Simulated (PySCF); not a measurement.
**C₃H₂F₃ radical: electronic structure in real space**

For C₃H₂F₃ radical, the scripts below analyse its density (charges, bond critical points, surface potential), see where an electron leaves and enters and measure its response to a uniform field.

Program: PySCF 2.14.0. Level of theory: levels as typed in each script, gas phase, geometry from GFN2-xTB. These are calculated values, not measurements.

## (1) The starting structure

8 atoms, charge 0, spin multiplicity 2.

Bond lengths: C1–C2 1.364 Å, C1–H7 1.072 Å, C1–H8 1.072 Å, C2–F3 1.348 Å, C2–C4 1.384 Å, C4–F5 1.326 Å, C4–F6 1.321 Å. Angles: C2–C1–H7 119.9°, C2–C1–H8 120.4°, H7–C1–H8 119.7°, C1–C2–F3 119.1°, C1–C2–C4 126.2°, F3–C2–C4 114.8°, C2–C4–F5 122.7°, C2–C4–F6 125.4°, F5–C4–F6 111.9°.

Geometry (Å):

```csv
atom,x (Å),y (Å),z (Å)
C1,-1.56334,-1.08499,0.00000
C2,-0.73196,-0.00331,0.00000
F3,-1.26726,1.23437,0.00000
C4,0.65136,-0.03672,0.00000
F5,1.34104,-1.16954,0.00000
F6,1.44298,1.02084,0.00000
H7,-2.62611,-0.94248,0.00000
H8,-1.16110,-2.07840,0.00000
```

## (2) Density, bond paths and surface potential (HF/def2-svpd)

input.py

```python
import numpy as np
from pyscf import gto, scf, dft
from pyscf.scf import atom_ks, atom_hf
from scipy.linalg import block_diag

def solve(mol, dm0=None, hcore=None):
    mf = scf.UHF(mol) if mol.spin else scf.RHF(mol)
    mf = mf.density_fit(auxbasis='def2-universal-jkfit')
    mf.conv_tol, mf.max_cycle = 1e-8, 80
    if hcore is not None:
        mf.get_hcore = lambda *args: hcore
    mf.kernel(dm0)
    if not mf.converged:
        mf = mf.newton().run(mf.mo_coeff, mf.mo_occ, max_cycle=30)
    assert mf.converged, 'SCF not converged'
    return mf

mol = gto.M(atom='''
C     -1.56334    -1.08499     0.00000
C     -0.73196    -0.00331     0.00000
F     -1.26726     1.23437     0.00000
C      0.65136    -0.03672     0.00000
F      1.34104    -1.16954     0.00000
F      1.44298     1.02084     0.00000
H     -2.62611    -0.94248     0.00000
H     -1.16110    -2.07840     0.00000
''', basis='def2-svpd', charge=0, spin=1, verbose=4)
mf = solve(mol)
mf.analyze()
# spherically averaged free atoms, for the promolecule
atm = scf.atom_hf.get_atm_nrhf(mol)
pro = block_diag(*[(atm[a[0]][2] * atm[a[0]][3]) @ atm[a[0]][2].T for a in mol._atom])
np.savez('result.npz', e=mf.e_tot, c=mf.mo_coeff, occ=mf.mo_occ, eps=mf.mo_energy, pro=pro, dip=mf.dip_moment(verbose=0), s2=mf.spin_square()[0])
```

On the command line:

```
> OMP_NUM_THREADS=1 python input.py
```

## (4) Removing and adding an electron (wB97X/6-311g**)

input.py

```python
import numpy as np
from pyscf import gto, scf, dft
from pyscf.scf import atom_ks, atom_hf
from scipy.linalg import block_diag

def solve(mol, dm0=None, hcore=None):
    mf = (dft.UKS if mol.spin else dft.RKS)(mol, xc='wb97x')
    mf.grids.level = 3
    mf = mf.density_fit(auxbasis='def2-universal-jkfit')
    mf.conv_tol, mf.max_cycle = 1e-8, 80
    if hcore is not None:
        mf.get_hcore = lambda *args: hcore
    mf.kernel(dm0)
    if not mf.converged:
        mf = mf.newton().run(mf.mo_coeff, mf.mo_occ, max_cycle=30)
    assert mf.converged, 'SCF not converged'
    return mf

mol = gto.M(atom='''
C     -1.56334    -1.08499     0.00000
C     -0.73196    -0.00331     0.00000
F     -1.26726     1.23437     0.00000
C      0.65136    -0.03672     0.00000
F      1.34104    -1.16954     0.00000
F      1.44298     1.02084     0.00000
H     -2.62611    -0.94248     0.00000
H     -1.16110    -2.07840     0.00000
''', basis='6-311g**', charge=0, spin=1, verbose=4)
mf = solve(mol)
out = dict(e0=mf.e_tot, dm0=mf.make_rdm1(), c=mf.mo_coeff, occ=mf.mo_occ, eps=mf.mo_energy)
for name, dq, spin in [('cation', 1, 0), ('anion', -1, 0)]:
    ion = mol.copy().set(charge=mol.charge + dq, spin=spin).build()
    mi = solve(ion)
    if spin and dq > 0 and mol.nao < 130:
        c, _, stable, _ = mi.stability(return_status=True)
        if not stable:
            mi = solve(ion, mi.make_rdm1(c, mi.mo_occ))
    print(name, 'vertical energy change / eV', (mi.e_tot - mf.e_tot) * 27.211386)
    out.update({'e_' + name: mi.e_tot, 'dm_' + name: mi.make_rdm1(), 's2_' + name: mi.spin_square()[0], 'eps_' + name: mi.mo_energy, 'occ_' + name: mi.mo_occ})
# spherically averaged free atoms, for the promolecule
atm = atom_ks.get_atm_nrks(mol, xc='wb97x')
pro = block_diag(*[(atm[a[0]][2] * atm[a[0]][3]) @ atm[a[0]][2].T for a in mol._atom])
np.savez('result.npz', pro=pro, **out)
```

## (6) Response to an electric field (BLYP/6-31+g*)

input.py

```python
import numpy as np
from pyscf import gto, scf, dft
from pyscf.scf import atom_ks, atom_hf
from scipy.linalg import block_diag

def solve(mol, dm0=None, hcore=None):
    mf = (dft.UKS if mol.spin else dft.RKS)(mol, xc='blyp')
    mf.grids.level = 3
    mf = mf.density_fit(auxbasis='def2-universal-jkfit')
    mf.conv_tol, mf.max_cycle = 1e-8, 80
    if hcore is not None:
        mf.get_hcore = lambda *args: hcore
    mf.kernel(dm0)
    if not mf.converged:
        mf = mf.newton().run(mf.mo_coeff, mf.mo_occ, max_cycle=30)
    assert mf.converged, 'SCF not converged'
    return mf

mol = gto.M(atom='''
C     -1.56334    -1.08499     0.00000
C     -0.73196    -0.00331     0.00000
F     -1.26726     1.23437     0.00000
C      0.65136    -0.03672     0.00000
F      1.34104    -1.16954     0.00000
F      1.44298     1.02084     0.00000
H     -2.62611    -0.94248     0.00000
H     -1.16110    -2.07840     0.00000
''', basis='6-31+g*', charge=0, spin=1, verbose=4)
field = np.array([-0.002, -0.0, -0.0])  # atomic units
mol.set_common_orig(mol.atom_charges() @ mol.atom_coords() / mol.atom_charges().sum())
mf = solve(mol)
out = dict(dm0=mf.make_rdm1(), d0=mf.dip_moment(unit='AU'), e0=mf.e_tot)
for name, sign in (('p', 1), ('m', -1)):
    h = mf.get_hcore() + sign * np.einsum('x,xij->ij', field, mol.intor('int1e_r'))
    mi = solve(mol, mf.make_rdm1(), h)
    out.update({'dm' + name: mi.make_rdm1(), 'd' + name: mi.dip_moment(unit='AU'), 'e' + name: mi.e_tot})
# spherically averaged free atoms, for the promolecule
atm = atom_ks.get_atm_nrks(mol, xc='blyp')
pro = block_diag(*[(atm[a[0]][2] * atm[a[0]][3]) @ atm[a[0]][2].T for a in mol._atom])
np.savez('result.npz', pro=pro, **out)
```

(Steps that only read results are left out.)

Before running it: what results should come out? Wanted: dipole moment; HOMO, LUMO; vertical ionisation energy; vertical electron affinity; polarisability along the field.

The runs gave:

| quantity | value |
| --- | --- |
| dipole moment (HF/def2-svpd) | 2.02 D |
| HOMO, LUMO (HF/def2-svpd) | -9.97, 2.21 eV |
| vertical ionisation energy (wB97X/6-311g**) | 8.39 eV |
| vertical electron affinity (wB97X/6-311g**) | 0.07 eV |
| polarisability along the field (BLYP/6-31+g*) | 55.3 bohr³ |

**Reading.** At HF/def2-svpd: The highest Hirshfeld charge is on C4 (+0.21 e), the lowest on F3 (−0.13 e). The ionisation energy from two SCF runs, 8.39 eV, lies 0.1 eV above −ε(HOMO) = 8.24 eV of the same level, wB97X/6-311g**. The geometry was not optimised at these levels.
